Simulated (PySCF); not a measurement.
SMILES c1cnccn1 (C4H4N2) (PBE0/def2-SVP optimised geometry):

```
10

C     -1.328    -0.023     0.000
C     -0.615     1.177     0.000
N      0.715     1.203     0.000
C      1.328     0.023     0.000
C      0.615    -1.177     0.000
N     -0.715    -1.203     0.000
H     -2.424    -0.023     0.000
H     -1.139     2.140     0.000
H      2.424     0.023     0.000
H      1.139    -2.140     0.000
```

Level of theory: PySCF 2.14.0 with PBE0/def2-TZVP.

Task: What are the frontier orbital energies and the dipole moment?

Result: HOMO-2 -9.08 eV, HOMO-1 -8.02 eV, HOMO -7.28 eV, LUMO -1.54 eV, LUMO+1 -0.84 eV; dipole moment 0.00 D.

On the same geometry PBE/def2-TZVP (PySCF) gives HOMO-2 -7.32 eV, HOMO-1 -7.08 eV, HOMO -5.76 eV, LUMO -2.51 eV, LUMO+1 -1.85 eV; dipole moment 0.00 D.

Meta-Löwdin charges at PBE0/def2-TZVP: C1 -0.02, C2 -0.02, N3 -0.22, C4 -0.02, C5 -0.02, N6 -0.22, H7 0.13, H8 0.13, H9 0.13, H10 0.13.
